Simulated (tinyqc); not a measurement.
UHF in the sto-3g basis, for BH2, spin multiplicity 2, step by step. One step of it, computed by the program tinyqc.

Problem. Iteration 1: diagonalisation and new density. Diagonalise F' = X^T F X, C = X C', fill 4 alpha and 3 beta electrons from the bottom; D(s) = C_occ C_occ^T. Each column has its largest component positive (the first on a tie).

F(alpha) (hartree), order 1B 1s, 1B 2s, 1B 2px, 1B 2py, 1B 2pz, 2H 1s, 3H 1s:
```
[[-9.461889, -2.488056, 0.000000, 0.000000, -0.016809, -0.266599, -0.266599],
 [-2.488056, -1.472926, 0.000000, 0.000000, 0.098815, -0.306812, -0.306812],
 [0.000000, 0.000000, -1.017687, 0.000000, 0.000000, 0.000000, 0.000000],
 [0.000000, 0.000000, 0.000000, -0.515192, 0.000000, -0.198226, 0.198226],
 [-0.016809, 0.098815, 0.000000, 0.000000, -0.897377, -0.094079, -0.094079],
 [-0.266599, -0.306812, 0.000000, -0.198226, -0.094079, -0.232257, -0.034660],
 [-0.266599, -0.306812, 0.000000, 0.198226, -0.094079, -0.034660, -0.232257]]
```

F(beta) (hartree), order 1B 1s, 1B 2s, 1B 2px, 1B 2py, 1B 2pz, 2H 1s, 3H 1s:
```
[[-9.441626, -2.458060, 0.000000, 0.000000, -0.016809, -0.262829, -0.262829],
 [-2.458060, -1.352581, 0.000000, 0.000000, 0.098815, -0.288249, -0.288249],
 [0.000000, 0.000000, -0.430915, 0.000000, 0.000000, 0.000000, 0.000000],
 [0.000000, 0.000000, 0.000000, -0.483562, 0.000000, -0.193385, 0.193385],
 [-0.016809, 0.098815, 0.000000, 0.000000, -0.865748, -0.091962, -0.091962],
 [-0.262829, -0.288249, 0.000000, -0.193385, -0.091962, -0.227499, -0.032274],
 [-0.262829, -0.288249, 0.000000, 0.193385, -0.091962, -0.032274, -0.227499]]
```

X, order 1B 1s, 1B 2s, 1B 2px, 1B 2py, 1B 2pz, 2H 1s, 3H 1s:
```
[[-0.447672, 0.000000, 0.706682, 0.000000, -0.550821, 0.000000, 0.288251],
 [0.972944, 0.000000, -0.245145, 0.000000, -0.222596, 0.000000, 0.522799],
 [0.000000, 0.000000, 0.000000, 1.000000, 0.000000, 0.000000, 0.000000],
 [0.000000, 0.952402, 0.000000, 0.000000, 0.000000, 0.597013, 0.000000],
 [0.340526, 0.000000, 0.652518, 0.000000, 0.689566, 0.000000, 0.177842],
 [-0.618195, -0.691326, -0.269070, 0.000000, 0.214196, 0.411236, 0.356014],
 [-0.618195, 0.691326, -0.269070, 0.000000, 0.214196, -0.411236, 0.356014]]
```

Give: F' = X^T F X; orbital energies; coefficients C; F' = X^T F X; orbital energies; coefficients C; D(alpha) after iteration 1; D(beta) after iteration 1.

Solution.

F' = X^T F X (alpha) (hartree):
```
[[-0.8384, 0.0000, 1.4576, 0.0000, -1.2779, 0.0000, 0.6175],
 [0.0000, -0.1341, 0.0000, 0.0000, 0.0000, -0.1722, 0.0000],
 [1.4576, 0.0000, -4.2317, 0.0000, 3.0963, 0.0000, -2.4985],
 [0.0000, 0.0000, 0.0000, -1.0177, 0.0000, 0.0000, 0.0000],
 [-1.2779, 0.0000, 3.0963, 0.0000, -3.8939, 0.0000, 2.4273],
 [0.0000, -0.1722, 0.0000, 0.0000, 0.0000, -0.4451, 0.0000],
 [0.6175, 0.0000, -2.4985, 0.0000, 2.4273, 0.0000, -2.3797]]
```

orbital energies (alpha) (hartree): [-9.4624, -1.0177, -0.9976, -0.7827, -0.5217, -0.1010, -0.0576]

coefficients C (alpha), order 1B 1s, 1B 2s, 1B 2px, 1B 2py, 1B 2pz, 2H 1s, 3H 1s:
```
[[1.0022, 0.0000, 0.1854, -0.2014, 0.0000, 0.0829, 0.0000],
 [-0.0088, 0.0000, -0.7147, 0.7647, 0.0000, -0.4837, 0.0000],
 [0.0000, 1.0000, 0.0000, 0.0000, 0.0000, 0.0000, 0.0000],
 [0.0000, 0.0000, 0.0000, 0.0000, 0.9323, 0.0000, -0.6279],
 [0.0015, 0.0000, 0.7280, 0.6857, 0.0000, -0.2208, 0.0000],
 [0.0019, 0.0000, 0.0090, -0.0099, 0.0950, 0.7918, 0.7988],
 [0.0019, 0.0000, 0.0090, -0.0099, -0.0950, 0.7918, -0.7988]]
```

F' = X^T F X (beta) (hartree):
```
[[-0.7797, 0.0000, 1.4472, 0.0000, -1.2933, 0.0000, 0.6746],
 [0.0000, -0.1159, 0.0000, 0.0000, 0.0000, -0.1558, 0.0000],
 [1.4472, 0.0000, -4.2097, 0.0000, 3.1100, 0.0000, -2.5049],
 [0.0000, 0.0000, 0.0000, -0.4309, 0.0000, 0.0000, 0.0000],
 [-1.2933, 0.0000, 3.1100, 0.0000, -3.8628, 0.0000, 2.4059],
 [0.0000, -0.1558, 0.0000, 0.0000, 0.0000, -0.4283, 0.0000],
 [0.6746, 0.0000, -2.5049, 0.0000, 2.4059, 0.0000, -2.3174]]
```

orbital energies (beta) (hartree): [-9.4426, -0.9347, -0.6997, -0.4927, -0.4309, -0.0925, -0.0515]

coefficients C (beta), order 1B 1s, 1B 2s, 1B 2px, 1B 2py, 1B 2pz, 2H 1s, 3H 1s:
```
[[1.0031, 0.1438, -0.2255, 0.0000, 0.0000, 0.0929, 0.0000],
 [-0.0121, -0.5603, 0.8603, 0.0000, 0.0000, -0.5247, 0.0000],
 [0.0000, 0.0000, 0.0000, 0.0000, 1.0000, 0.0000, 0.0000],
 [0.0000, 0.0000, 0.0000, 0.9156, 0.0000, 0.0000, -0.6520],
 [0.0014, 0.8415, 0.5361, 0.0000, 0.0000, -0.2309, 0.0000],
 [0.0025, -0.0031, 0.0193, 0.1159, 0.0000, 0.7917, 0.7960],
 [0.0025, -0.0031, 0.0193, -0.1159, 0.0000, 0.7917, -0.7960]]
```

D(alpha) after iteration 1, order 1B 1s, 1B 2s, 1B 2px, 1B 2py, 1B 2pz, 2H 1s, 3H 1s:
```
[[1.0794, -0.2954, 0.0000, 0.0000, -0.0016, 0.0056, 0.0056],
 [-0.2954, 1.0956, 0.0000, 0.0000, 0.0040, -0.0140, -0.0140],
 [0.0000, 0.0000, 1.0000, 0.0000, 0.0000, 0.0000, 0.0000],
 [0.0000, 0.0000, 0.0000, 0.0000, 0.0000, 0.0000, 0.0000],
 [-0.0016, 0.0040, 0.0000, 0.0000, 1.0001, -0.0002, -0.0002],
 [0.0056, -0.0140, 0.0000, 0.0000, -0.0002, 0.0002, 0.0002],
 [0.0056, -0.0140, 0.0000, 0.0000, -0.0002, 0.0002, 0.0002]]
```

D(beta) after iteration 1, order 1B 1s, 1B 2s, 1B 2px, 1B 2py, 1B 2pz, 2H 1s, 3H 1s:
```
[[1.0777, -0.2867, 0.0000, 0.0000, 0.0016, -0.0023, -0.0023],
 [-0.2867, 1.0543, 0.0000, 0.0000, -0.0103, 0.0183, 0.0183],
 [0.0000, 0.0000, 0.0000, 0.0000, 0.0000, 0.0000, 0.0000],
 [0.0000, 0.0000, 0.0000, 0.0000, 0.0000, 0.0000, 0.0000],
 [0.0016, -0.0103, 0.0000, 0.0000, 0.9955, 0.0078, 0.0078],
 [-0.0023, 0.0183, 0.0000, 0.0000, 0.0078, 0.0004, 0.0004],
 [-0.0023, 0.0183, 0.0000, 0.0000, 0.0078, 0.0004, 0.0004]]
```
